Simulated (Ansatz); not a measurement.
The input, for Ansatz 0.2.0:

```yaml
crystal:
  periodic: [false, false, false]
  atoms:
    - {symbol: O, position_ang: [-0.023232, 0.000182, 1.764468]}
    - {symbol: C, position_ang: [-0.024065, -0.001098, 0.604820]}
    - {symbol: P, position_ang: [0.023899, -0.042584, -1.110815]}
    - {symbol: H, position_ang: [-0.078878, 1.318802, -1.080041]}
basis:
  gaussian: {orbitals: def2-mTZVP}
magnetization: {spin_polarized: false}
hamiltonian: {xc: {name: r2SCAN}}
correlation: {method: ccsd_t, electrons: all, diis_vectors: 1}
output: {forces: true}
```

```sh
$ ansatz run in.yaml --threads 1 --pin off --events-out ev --progress --plain --max-ram 2393MiB
```

Output:

```
597 factors; integrals over basis functions are off by at most 1.1e-3 eV
mean field evaluation 1: about -12383.5519 eV, gradient 4.2e1 eV
mean field evaluation 2: about -12383.5531 eV, gradient 4.2e1 eV
mean field evaluation 4: about -12385.9775 eV, gradient 2.1e1 eV
mean field evaluation 8: about -12386.9097 eV, gradient 6.0e-1 eV
mean field evaluation 16: about -12386.9099 eV, gradient 7.8e-5 eV
mean field -12386.90987807 eV, -455.2105418698 hartree, gradient 1.1e-6 eV, S^2 0.000000; 0 other end points of the search recorded, 0 dependent functions left out
reference -12354.76095588 eV, -454.0290907709 hartree; 15, 15 occupied and 53, 53 virtual orbitals, 597 factors
second order -14.50306077 eV of doubles, -0.59149228 eV of singles
cycle   1  -13.69298352 eV  change     1.4e0 eV  update   1.6e-1
cycle   2  -14.35086496 eV  change   -6.6e-1 eV  update   7.3e-2
cycle   3  -14.44565102 eV  change   -9.5e-2 eV  update   1.3e-2
cycle   4  -14.48471890 eV  change   -3.9e-2 eV  update   6.1e-3
cycle   5  -14.48604969 eV  change   -1.3e-3 eV  update   2.5e-3
cycle   6  -14.48976165 eV  change   -3.7e-3 eV  update   1.6e-3
cycle   7  -14.48860840 eV  change    1.2e-3 eV  update   9.5e-4
cycle   8  -14.49095760 eV  change   -2.3e-3 eV  update   6.9e-4
cycle   9  -14.48981266 eV  change    1.1e-3 eV  update   3.7e-4
cycle  10  -14.49066351 eV  change   -8.5e-4 eV  update   2.7e-4
cycle  11  -14.49039252 eV  change    2.7e-4 eV  update   1.7e-4
cycle  12  -14.49077457 eV  change   -3.8e-4 eV  update   1.2e-4
cycle  13  -14.49055695 eV  change    2.2e-4 eV  update   6.8e-5
cycle  14  -14.49069522 eV  change   -1.4e-4 eV  update   5.0e-5
cycle  15  -14.49065032 eV  change    4.5e-5 eV  update   3.1e-5
cycle  16  -14.49071363 eV  change   -6.3e-5 eV  update   2.3e-5
cycle  17  -14.49067792 eV  change    3.6e-5 eV  update   1.3e-5
perturbative correction -0.74202500 eV, -0.0272689157 hartree
the calculation of the forces begins
Total energy: -12369.99365880 eV, -454.5888822781 hartree
Atom 0 at    -0.023232     0.000182     1.764468 Å, force    -0.062237    -0.161818     0.659354 eV/Å
Atom 1 at    -0.024065    -0.001098     0.604820 Å, force     0.121927     0.249300    -1.253394 eV/Å
Atom 2 at     0.023899    -0.042584    -1.110815 Å, force     0.061923    -1.632863     0.569215 eV/Å
Atom 3 at    -0.078878     1.318802    -1.080041 Å, force    -0.121613     1.545381     0.024825 eV/Å
Dipole moment:    -0.007463     0.137192    -0.104258 e Å
```

Forces (eV/Å):
```
O   -0.062 -0.162  0.659
C    0.122  0.249 -1.253
P    0.062 -1.633  0.569
H   -0.122  1.545  0.025
```

Ran on 1 thread of AMD EPYC 7B13, shared host: 23 s wall, 0.29 GiB peak host memory.
